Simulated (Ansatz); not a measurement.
We consider rock-salt HoN, described by BLYP in Ansatz (PAW).

Settings: plane-wave cutoff 520 eV, 20×20×20 k mesh, Fermi–Dirac smearing 0.05 eV, spin-polarised with parallel moments, scalar-relativistic PAW data made under PBE.

Computed at the level's own relaxed cell.

Problem. Estimate the Γ–Γ gap, band gap, pressure derivative B′ of the bulk modulus, equilibrium volume per atom and equilibrium lattice constant a that the calculation returns.

Solution. 
Γ–Γ gap: 0.63 eV
band gap: 0.13 eV (under three smearing widths, so not firm)
pressure derivative B′ of the bulk modulus: 4.3
equilibrium volume per atom: 15.05 Å³/atom
equilibrium lattice constant a: 4.937 Å

Note: the magnetic order was assumed, not searched for or taken from measurement; the 4f shell is treated without U or exact exchange, so its levels and filling can be wrong.

Spin–orbit coupling is not included; it can close the smallest gap of 0.13 eV.

The computed numbers hold no vibrational or temperature effects.

The result took around 22 core-minutes (rough).

Ansatz is a first-principles code.
